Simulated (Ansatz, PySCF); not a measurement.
Gas-phase enthalpy of formation at 298 K, by the atomisation route, of CC(N)=O (SMILES; C2H5NO). Geometries: B3LYP-D3(BJ)/def2-TZVP minima from Ansatz (a quantum-chemistry and plane-wave program), one conformer each, not searched for the lowest. Cores are frozen in the correlated levels unless marked. UHF or UKS for open shells. No spin-orbit coupling. Non-relativistic. CBS marks a two-point X^-3 extrapolation of the correlation energy; Hartree-Fock from the larger set. The bracket is a focal-point correction in the basis named. Thermal terms are rigid-rotor harmonic-oscillator values from B3LYP-D3(BJ) frequencies (PySCF) at 298.15 K and 1 atm. 1 Eh = 627.5095 kcal/mol.

```tsv
species	count	E, RI-MP2/CBS(aug-cc-pVTZ,aug-cc-pVQZ)+[CCSD(T)-MP2]/aug-cc-pVTZ (Ansatz) (Eh)	E, PBE/def2-TZVPD (Ansatz) (Eh)	measured ΔHf at 0 K (kcal/mol)	H(298) - H(0) of the element (kcal/mol)
CC(N)=O	1	-209.00230	-209.05834	-	-
C atom	2	-37.79159	-37.79605	169.98	0.25
H atom	5	-0.49995	-0.49962	51.63	1.01
N atom	1	-54.53190	-54.53224	112.53	1.04
O atom	1	-75.00563	-75.01069	58.99	1.04
```

Molecule: zero-point energy 45.92, H(298) - H(0) 3.89 kcal/mol. The route leaves out scalar relativity and anharmonic zero-point terms, the atoms' spin-orbit terms, and in the frozen-core level the core correlation. Atomic data: G2/97 table in ASE.

Q: Work out De, D0 and ΔHf at 0 and 298 K at both levels, and their errors against the measured value.

A: 
The atoms' values sum to 769.63 (0 K) and 7.63 (thermal), in kcal/mol.
- RI-MP2/CBS(aug-cc-pVTZ,aug-cc-pVQZ)+[CCSD(T)-MP2]/aug-cc-pVTZ: De = 867.12; D0 = 867.12 - 45.92 = 821.20; ΔHf(0 K) = 769.63 - 821.20 = -51.57; ΔHf(298 K) = -51.57 + 3.89 - 7.63 = -55.31; error +1.7.
- PBE/def2-TZVPD: De = 894.33; D0 = 894.33 - 45.92 = 848.41; ΔHf(0 K) = 769.63 - 848.41 = -78.78; ΔHf(298 K) = -78.78 + 3.89 - 7.63 = -82.52; error -25.5.
Measured: -57.0 kcal/mol (G2/97 table in ASE (Curtiss et al.)). This is an older compilation, not checked against later work.
